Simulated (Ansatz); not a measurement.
**C4H4F2: a ladder of functionals and wavefunction methods**

An exercise on one series of results from a longer session: the logs are not shown, and one member is left open.

Method: functionals in def2-TZVPP, the program's frozen cores in correlated methods; program: Ansatz 0.2.0, Gaussian basis.

Levels to be run: LDA (SPW92), PBE-D4, revPBE-D4, BLYP-D4, r2SCAN-D4, B97M-V, PBE0-D4, B3LYP-D4, r2SCANh-D4, r2SCAN0-D4, HSE06-D4, BHLYP-D4, CAM-B3LYP-D4, LC-ωPBE, ωB97X-V, ωB97M-V, B2PLYP, PBE-QIDH; CCSD(T)/def2-SVP; CCSD(T)/def2-TZVPP; MP2/def2-QZVPP; extrapolation to the limit; RPA on PBE.

**The relaxed structure**

The geometry comes from an earlier relaxation with PBE0-D4 in a triple-zeta def2 set; it is a stationary point, not always the lowest conformer.

SMILES `FC1(F)C=CC1`, 10 atoms, charge 0, spin multiplicity 1.

Atoms are counted from 1 here; the program's logs count them from 0.

Bond lengths: F1–C2 1.355 Å, C2–F3 1.355 Å, C2–C4 1.502 Å, C2–C6 1.546 Å, C4–C5 1.333 Å, C4–H7 1.082 Å, C5–C6 1.515 Å, C5–H8 1.083 Å, C6–H9 1.092 Å, C6–H10 1.092 Å. Angles: F1–C2–F3 106.1°, F1–C2–C4 116.1°, F1–C2–C6 115.1°, F3–C2–C4 116.1°, F3–C2–C6 115.1°, C4–C2–C6 88.1°, C2–C4–C5 92.1°, C2–C4–H7 132.6°, C5–C4–H7 135.3°, C4–C5–C6 96.0°, C4–C5–H8 132.9°, C6–C5–H8 131.2°, C2–C6–C5 83.8°, C2–C6–H9 114.1°, C2–C6–H10 114.1°, C5–C6–H9 116.3°, C5–C6–H10 116.3°, H9–C6–H10 110.2°.

Set-up of the first run:

Input file in.yaml:

```yaml
crystal:
  periodic: [false, false, false]
  atoms:
    - {symbol: F, position_ang: [-1.910599, -0.606521, 0.292423]}
    - {symbol: C, position_ang: [-0.557407, -0.664244, 0.268529]}
    - {symbol: F, position_ang: [-0.218154, -1.805449, 0.914760]}
    - {symbol: C, position_ang: [0.088553, -0.447062, -1.069425]}
    - {symbol: C, position_ang: [0.711905, 0.652339, -0.645736]}
    - {symbol: C, position_ang: [0.162868, 0.610277, 0.765354]}
    - {symbol: H, position_ang: [0.043164, -0.994649, -2.001165]}
    - {symbol: H, position_ang: [1.384269, 1.350114, -1.128858]}
    - {symbol: H, position_ang: [0.888747, 0.431412, 1.560931]}
    - {symbol: H, position_ang: [-0.510246, 1.422684, 1.045986]}
basis:
  gaussian: {orbitals: def2-TZVPP}
hamiltonian: {xc: lda}
output: {orbitals: {seedname: orbitals}}
```

Among the steps run: LDA; PBE-D4 (GGA); revPBE-D4 (GGA); BLYP-D4 (GGA); r2SCAN-D4 (meta-GGA); B97M-V (meta-GGA); PBE0-D4 (hybrid); B3LYP-D4 (hybrid); r2SCANh-D4 (hybrid); r2SCAN0-D4 (hybrid); HSE06-D4 (hybrid); BHLYP-D4 (hybrid); CAM-B3LYP-D4 (range-separated); LC-ωPBE-D4 (range-separated; the results give it without D4); ωB97X-V (range-separated); ωB97M-V (range-separated); B2PLYP (double hybrid); PBE-QIDH (double hybrid).

One table of the session follows, with a row left open; its other results are not shown here.

It belongs to the step «Orbital energies across the functionals». 

| functional | HOMO (eV) | gap (eV) |
| --- | --- | --- |
| LDA (SPW92) | -7.17 | 5.33 |
| PBE-D4 | -6.99 | 5.42 |
| revPBE-D4 | -6.92 | 5.45 |
| BLYP-D4 | -6.84 | 5.40 |
| r2SCAN-D4 | -7.21 | 5.87 |
| B97M-V | -7.22 | 5.96 |
| PBE0-D4 | -8.19 | 7.67 |
| B3LYP-D4 | -7.96 | 7.19 |
| r2SCANh-D4 | -7.66 | 6.70 |
| r2SCAN0-D4 | -8.33 | 7.94 |
| HSE06-D4 | -7.78 | 6.88 |
| BHLYP-D4 | -9.22 | 9.83 |
| CAM-B3LYP-D4 | -9.54 | 10.18 |
| LC-ωPBE | ? | ? |
| ωB97X-V | -10.54 | 12.32 |
| ωB97M-V | -10.44 | 12.10 |

Estimate the missing values for LC-ωPBE.

**Answer.** HOMO (eV): -10.95; gap (eV): 12.81. In the column «HOMO (eV)» it is the lowest.
